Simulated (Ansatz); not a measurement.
A calculation on zinc-blende HgSe returned lattice constant a 6.260 Å, bulk modulus 42.6 GPa.

For reference: lattice constant a 6.085 Å (measured, 293 K, no zero-point or thermal correction; as tabulated in Cardona et al. (2009), arXiv:0908.2634); bulk modulus 50 GPa (measured, temperature not stated, no zero-point or thermal correction, sources range from 48.5 to 51.6; as tabulated in Toher et al. (2017), arXiv:1611.05714).

Problem. Which level of theory produced these numbers?
A. PBEsol (Ansatz, a quantum-chemistry and plane-wave program)
B. PBE (Ansatz)
C. PBEsol+SOC (Ansatz)
D. LDA (Ansatz)

Solution. B, PBE (Ansatz)

The others give: PBEsol+SOC 6.111 Å, 53.1 GPa; LDA 6.063 Å, 57.9 GPa; PBEsol 6.133 Å, 51.6 GPa.

Unless a cell is named, each level is at its own relaxed cell (LDA 27.86, PBE 30.66, PBEsol 28.83, PBEsol+SOC 28.52 Å³/atom).

Ansatz's density-functional and Hartree–Fock values are scalar-relativistic unless marked +SOC, with PAW data made under PBE.
